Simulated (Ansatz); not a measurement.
Nudged elastic band run: CH5N2, charge +1

Input:

```yaml
crystal:
  periodic: [false, false, false]
  atoms:
    - { symbol: "N", position_ang: [-0.531142, 0.793955, -0.689552] }
    - { symbol: C, position_ang: [-0.031624, 0.207433, 0.368426] }
    - { symbol: "N", position_ang: [0.556722, -0.961387, 0.392097] }
    - { symbol: H, position_ang: [-0.506875, 0.377053, -1.630637] }
    - { symbol: H, position_ang: [-0.975228, 1.716644, -0.603855] }
    - { symbol: H, position_ang: [-0.114201, 0.749516, 1.331206] }
    - { symbol: H, position_ang: [0.917359, -1.337135, 1.277913] }
    - { symbol: H, position_ang: [0.684979, -1.546068, -0.445599] }
total_charge: 1
basis:
  gaussian: { orbitals: def2-SVP }
hamiltonian:
  xc: lda
neb:
  order_check: false
  images: 9
  f_tol: 0.05
  max_iterations: 60
  initial_path: idpp
  max_displacement: 0.02
  optimiser: lbfgs
  final_atoms:
    - { symbol: "N", position_ang: [-0.5312479, 0.79400022, -0.68968872] }
    - { symbol: C, position_ang: [-0.03162176, 0.20724159, 0.36804682] }
    - { symbol: "N", position_ang: [0.55675717, -0.96149387, 0.39225268] }
    - { symbol: H, position_ang: [-0.50704926, 0.37735859, -1.63089069] }
    - { symbol: H, position_ang: [-0.97519397, 1.71672517, -0.60362151] }
    - { symbol: H, position_ang: [-0.11420783, 0.74939909, 1.33078154] }
    - { symbol: H, position_ang: [0.68527941, -1.54645821, -0.44520352] }
    - { symbol: H, position_ang: [0.91727415, -1.33676158, 1.27832239] }
```

Command:

```bash
$ ansatz run input.yaml --threads 1 --pin off --max-ram 2048MiB --backend cpu --events-out ev --progress --plain --runs-dir out
```

Output, in part (warnings, iteration lines, the closing report on the highest movable image, with atoms numbered from 0):

```
NEB end point (image 0): max|allowed force component| = 8.924e-3 eV/Å (the criterion of neb.relax_end_points is 1.000e-2)
NEB end point (image 10): max|allowed force component| = 2.222e-3 eV/Å (the criterion of neb.relax_end_points is 1.000e-2)
NEB iter   1: max|band force component| = 2.507e0 eV/Å  barrier→ = 1.5890 eV  barrier← = 1.5890 eV  Δτ_max = 0.0200 Å  (278 SCF iters)
NEB iter   2: max|band force component| = 7.900e-1 eV/Å  barrier→ = 1.5260 eV  barrier← = 1.5260 eV  Δτ_max = 0.0110 Å  (263 SCF iters)
NEB iter   3: max|band force component| = 7.899e-1 eV/Å  barrier→ = 1.5023 eV  barrier← = 1.5023 eV  Δτ_max = 0.0200 Å  (265 SCF iters)
NEB iter   4: max|band force component| = 7.063e-1 eV/Å  barrier→ = 1.4659 eV  barrier← = 1.4659 eV  Δτ_max = 0.0200 Å  (264 SCF iters)
NEB iter   5: max|band force component| = 6.810e-1 eV/Å  barrier→ = 1.4393 eV  barrier← = 1.4393 eV  Δτ_max = 0.0200 Å  (264 SCF iters)
NEB iter   6: max|band force component| = 6.197e-1 eV/Å  barrier→ = 1.4175 eV  barrier← = 1.4175 eV  Δτ_max = 0.0200 Å  (265 SCF iters)
NEB iter   7: max|band force component| = 5.410e-1 eV/Å  barrier→ = 1.3997 eV  barrier← = 1.3997 eV  Δτ_max = 0.0200 Å  (266 SCF iters)
NEB iter   8: max|band force component| = 5.459e-1 eV/Å  barrier→ = 1.3830 eV  barrier← = 1.3830 eV  Δτ_max = 0.0102 Å  (267 SCF iters)
NEB iter   9: max|band force component| = 3.809e-1 eV/Å  barrier→ = 1.3749 eV  barrier← = 1.3749 eV  CI = image 5  Δτ_max = 0.0075 Å  (269 SCF iters)
NEB iter  10: max|band force component| = 4.196e-1 eV/Å  barrier→ = 1.3684 eV  barrier← = 1.3684 eV  CI = image 5  Δτ_max = 0.0076 Å  (267 SCF iters)
NEB iter  11: max|band force component| = 3.712e-1 eV/Å  barrier→ = 1.3626 eV  barrier← = 1.3626 eV  CI = image 5  Δτ_max = 0.0146 Å  (269 SCF iters)
NEB iter  12: max|band force component| = 5.459e-1 eV/Å  barrier→ = 1.3524 eV  barrier← = 1.3524 eV  CI = image 5  Δτ_max = 0.0085 Å  (268 SCF iters)
NEB iter  13: max|band force component| = 4.227e-1 eV/Å  barrier→ = 1.3471 eV  barrier← = 1.3471 eV  CI = image 5  Δτ_max = 0.0034 Å  (265 SCF iters)
NEB iter  14: max|band force component| = 3.717e-1 eV/Å  barrier→ = 1.3436 eV  barrier← = 1.3436 eV  CI = image 5  Δτ_max = 0.0200 Å  (272 SCF iters)
NEB iter  15: max|band force component| = 2.804e-1 eV/Å  barrier→ = 1.3293 eV  barrier← = 1.3293 eV  CI = image 5  Δτ_max = 0.0200 Å  (267 SCF iters)
NEB iter  16: max|band force component| = 4.004e-1 eV/Å  barrier→ = 1.3174 eV  barrier← = 1.3174 eV  CI = image 5  Δτ_max = 0.0081 Å  (266 SCF iters)
NEB iter  17: max|band force component| = 4.872e-1 eV/Å  barrier→ = 1.3149 eV  barrier← = 1.3149 eV  CI = image 5  Δτ_max = 0.0088 Å  (265 SCF iters)
NEB iter  18: max|band force component| = 5.146e-1 eV/Å  barrier→ = 1.3129 eV  barrier← = 1.3130 eV  CI = image 5  Δτ_max = 0.0100 Å  (270 SCF iters)
NEB iter  19: max|band force component| = 6.287e-1 eV/Å  barrier→ = 1.3112 eV  barrier← = 1.3112 eV  CI = image 5  Δτ_max = 0.0116 Å  (261 SCF iters)
NEB iter  20: max|band force component| = 6.832e-1 eV/Å  barrier→ = 1.3104 eV  barrier← = 1.3104 eV  CI = image 5  Δτ_max = 0.0128 Å  (269 SCF iters)
NEB iter  21: max|band force component| = 8.199e-1 eV/Å  barrier→ = 1.3096 eV  barrier← = 1.3096 eV  CI = image 5  Δτ_max = 0.0155 Å  (262 SCF iters)
NEB iter  22: max|band force component| = 9.055e-1 eV/Å  barrier→ = 1.3106 eV  barrier← = 1.3107 eV  CI = image 5  Δτ_max = 0.0077 Å  (268 SCF iters)
NEB iter  23: max|band force component| = 2.032e-1 eV/Å  barrier→ = 1.3008 eV  barrier← = 1.3008 eV  CI = image 5  Δτ_max = 0.0016 Å  (265 SCF iters)
NEB iter  24: max|band force component| = 2.011e-1 eV/Å  barrier→ = 1.2997 eV  barrier← = 1.2997 eV  CI = image 5  Δτ_max = 0.0200 Å  (272 SCF iters)
NEB iter  25: max|band force component| = 4.239e-1 eV/Å  barrier→ = 1.2907 eV  barrier← = 1.2907 eV  CI = image 5  Δτ_max = 0.0081 Å  (262 SCF iters)
NEB iter  26: max|band force component| = 4.662e-1 eV/Å  barrier→ = 1.2904 eV  barrier← = 1.2904 eV  CI = image 5  Δτ_max = 0.0088 Å  (269 SCF iters)
NEB iter  27: max|band force component| = 5.679e-1 eV/Å  barrier→ = 1.2903 eV  barrier← = 1.2903 eV  CI = image 5  Δτ_max = 0.0111 Å  (265 SCF iters)
NEB iter  28: max|band force component| = 6.306e-1 eV/Å  barrier→ = 1.2909 eV  barrier← = 1.2909 eV  CI = image 5  Δτ_max = 0.0122 Å  (269 SCF iters)
NEB iter  29: max|band force component| = 7.775e-1 eV/Å  barrier→ = 1.2916 eV  barrier← = 1.2916 eV  CI = image 5  Δτ_max = 0.0064 Å  (265 SCF iters)
NEB iter  30: max|band force component| = 1.256e-1 eV/Å  barrier→ = 1.2851 eV  barrier← = 1.2851 eV  CI = image 5  Δτ_max = 0.0009 Å  (266 SCF iters)
NEB iter  31: max|band force component| = 1.220e-1 eV/Å  barrier→ = 1.2846 eV  barrier← = 1.2846 eV  CI = image 5  Δτ_max = 0.0200 Å  (270 SCF iters)
NEB iter  32: max|band force component| = 2.035e-1 eV/Å  barrier→ = 1.2783 eV  barrier← = 1.2783 eV  CI = image 5  Δτ_max = 0.0039 Å  (260 SCF iters)
NEB iter  33: max|band force component| = 2.537e-1 eV/Å  barrier→ = 1.2782 eV  barrier← = 1.2782 eV  CI = image 5  Δτ_max = 0.0050 Å  (265 SCF iters)
NEB iter  34: max|band force component| = 2.857e-1 eV/Å  barrier→ = 1.2783 eV  barrier← = 1.2783 eV  CI = image 5  Δτ_max = 0.0055 Å  (267 SCF iters)
NEB iter  35: max|band force component| = 3.559e-1 eV/Å  barrier→ = 1.2784 eV  barrier← = 1.2784 eV  CI = image 5  Δτ_max = 0.0069 Å  (263 SCF iters)
NEB iter  36: max|band force component| = 4.033e-1 eV/Å  barrier→ = 1.2788 eV  barrier← = 1.2788 eV  CI = image 5  Δτ_max = 0.0078 Å  (265 SCF iters)
NEB iter  37: max|band force component| = 4.961e-1 eV/Å  barrier→ = 1.2793 eV  barrier← = 1.2793 eV  CI = image 5  Δτ_max = 0.0041 Å  (263 SCF iters)
NEB iter  38: max|band force component| = 6.446e-2 eV/Å  barrier→ = 1.2766 eV  barrier← = 1.2766 eV  CI = image 5  Δτ_max = 0.0005 Å  (266 SCF iters)
NEB iter  39: max|band force component| = 6.351e-2 eV/Å  barrier→ = 1.2765 eV  barrier← = 1.2765 eV  CI = image 5  Δτ_max = 0.0181 Å  (266 SCF iters)
NEB iter  40: max|band force component| = 2.522e-1 eV/Å  barrier→ = 1.2746 eV  barrier← = 1.2746 eV  CI = image 5  Δτ_max = 0.0049 Å  (258 SCF iters)
NEB iter  41: max|band force component| = 3.040e-1 eV/Å  barrier→ = 1.2749 eV  barrier← = 1.2749 eV  CI = image 5  Δτ_max = 0.0026 Å  (262 SCF iters)
NEB iter  42: max|band force component| = 2.581e-2 eV/Å  barrier→ = 1.2738 eV  barrier← = 1.2738 eV  CI = image 5  Δτ_max = 0.0000 Å  (672 SCF iters)
Total energy: -4053.27363637 eV, -148.9550587292 hartree
Atom 0 at    -0.841888     0.654720    -0.526390 Å, force    -0.008481     0.000114    -0.009504 eV/Å
Atom 1 at     0.106478     0.276166     0.256350 Å, force     0.007502    -0.015709    -0.005233 eV/Å
Atom 2 at     0.606861    -0.985448     0.112333 Å, force     0.005391    -0.009969    -0.001049 eV/Å
Atom 3 at    -1.184041    -0.027084    -1.232250 Å, force    -0.018378     0.017363    -0.019125 eV/Å
Atom 4 at    -1.266176     1.597657    -0.479368 Å, force     0.002543     0.001589     0.018986 eV/Å
Atom 5 at     0.459371     1.025053     1.010857 Å, force    -0.003474    -0.008123    -0.011488 eV/Å
Atom 6 at     0.500002    -1.557283     0.970949 Å, force     0.009304     0.015656     0.010019 eV/Å
Atom 7 at     1.619382    -0.983769    -0.112481 Å, force     0.005594    -0.000922     0.017394 eV/Å
Dipole moment:    -0.082385     0.326191     0.084340 e Å
```

The forces met the threshold. Another band between the same ends (9 images) ends at a top of the same energy, where a vibrational analysis finds 1 clearly imaginary mode. Limits of this set-up: the dipole of an ion depends on the origin.

Final band (atoms are numbered from 1 in the order of the input):

```json
{"image": "0", "path coordinate (Å)": "0.00", "energy (eV)": "0.00", "dihedral N1–C2–N3–H7 (°)": "180"}
{"image": "1", "path coordinate (Å)": "0.35", "energy (eV)": "0.08", "dihedral N1–C2–N3–H7 (°)": "-166"}
{"image": "2", "path coordinate (Å)": "0.71", "energy (eV)": "0.33", "dihedral N1–C2–N3–H7 (°)": "-154"}
{"image": "3", "path coordinate (Å)": "1.06", "energy (eV)": "0.74", "dihedral N1–C2–N3–H7 (°)": "-145"}
{"image": "4", "path coordinate (Å)": "1.42", "energy (eV)": "1.12", "dihedral N1–C2–N3–H7 (°)": "-135"}
{"image": "5", "path coordinate (Å)": "1.77", "energy (eV)": "1.27", "dihedral N1–C2–N3–H7 (°)": "-120"}
{"image": "6", "path coordinate (Å)": "2.13", "energy (eV)": "1.12", "dihedral N1–C2–N3–H7 (°)": "-97"}
{"image": "7", "path coordinate (Å)": "2.48", "energy (eV)": "0.75", "dihedral N1–C2–N3–H7 (°)": "-69"}
{"image": "8", "path coordinate (Å)": "2.83", "energy (eV)": "0.34", "dihedral N1–C2–N3–H7 (°)": "-39"}
{"image": "9", "path coordinate (Å)": "3.18", "energy (eV)": "0.08", "dihedral N1–C2–N3–H7 (°)": "-15"}
{"image": "10", "path coordinate (Å)": "3.53", "energy (eV)": "0.00", "dihedral N1–C2–N3–H7 (°)": "0"}
```

Time of the run: 5.3 min on 1 CPU thread of a shared host.
